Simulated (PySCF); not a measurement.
**Molecular orbitals of CH⁺**

B2PLYP at R = 1.139 Å; H 6-31G(d,p), C 6-31G(d,p); no relativity (PySCF 2.14). State: ¹Σ⁺ (singlet), closed shell. Only the outer orbitals are listed, counted within each symmetry.

```
orbital  occ.  ε (eV)  on H (%)         main shells (%)
     2σ     2  -30.87        19   72 C s, 19 H s, 9 C p
     3σ     2  -21.32        15  60 C p, 25 C s, 15 H s
     1π     0  -12.34         0                 100 C p
     1π     0  -12.34         0                 100 C p
     4σ     0   -3.87        95          95 H s, 11 C p
```

Q: Which are the highest filled and the lowest empty level, where do they sit, and how wide is the gap?

A: Highest filled 3σ at -21.32 eV (in %: 60 C p, 25 C s, 15 H s); lowest empty 1π at -12.34 eV (in %: 100 C p); the gap at B2PLYP is 8.98 eV.

The bond order (Mayer) is 0.86 and the ⟨S²⟩ is 0.000. The charge on H (Mulliken, basis-dependent) is 0.31, the charge on H (Löwdin, basis-dependent) is 0.17 and the dipole moment (positive dipole points towards C; it is taken about the centre of mass and depends on that origin) is -1.90 D.

Correlated steps freeze 1 core orbital. B2PLYP dipoles, levels and charges come from its SCF part alone.
